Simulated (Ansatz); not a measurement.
Gas-phase electronic energies from Ansatz, PBE0-D4/def2-TZVP geometries. CBS: MP2 limit from def2 TZ/QZ plus the TZ coupled-cluster correction, frozen cores. This one scheme is used for every species, atoms too. DFT in def2-TZVPP. Open shells (•) are unrestricted, without spin–orbit coupling. Spin–orbit coupling would lower the free atoms: a little for C, F. One conformer a species, not always the lowest.

`CC(C)CF` → 4 C• + F• + 9 H•  (atomization)

CCSD(T)/CBS gives +5483.9 kJ/mol.

Task: Another level gave +5380.7 kJ/mol. Which?
A. revPBE/def2-TZVPP
B. PBE0-D4/def2-TZVPP
C. r2SCAN0-D4/def2-TZVPP
D. r2SCAN0/def2-TZVPP

Result: A. revPBE 5380.7, r2SCAN0-D4 5438.1, r2SCAN0 5431.4, PBE0-D4 5512.8 kJ/mol.

Largest T1 diagnostic among the species: 0.009.

From PBE to PBE0 (25 % exact exchange), in def2-TZVPP and without D4, ΔE moves by −67.5 kJ/mol: exact exchange takes away binding that semilocal exchange gives to molecules. At CCSD(T), def2-SVP lies −203.0 kJ/mol from the extrapolated value and def2-TZVPP −113.9 kJ/mol: correlation converges slowly with the basis, and small sets miss more of it in the bonded molecule than in its fragments. In def2-TZVPP, CCSD(T) changes the Hartree–Fock value by +1233.9 kJ/mol (the triples alone add +63.4 kJ/mol) and MP2 by +1292.3 kJ/mol; breaking electron pairs costs correlation energy, which Hartree–Fock lacks.

For atomizations the MP2-based limit and the directly extrapolated one differ by several kJ/mol either way, and by 10 to 25 for some Ge, Se and Sn compounds, so smaller differences from it don't rank the levels.
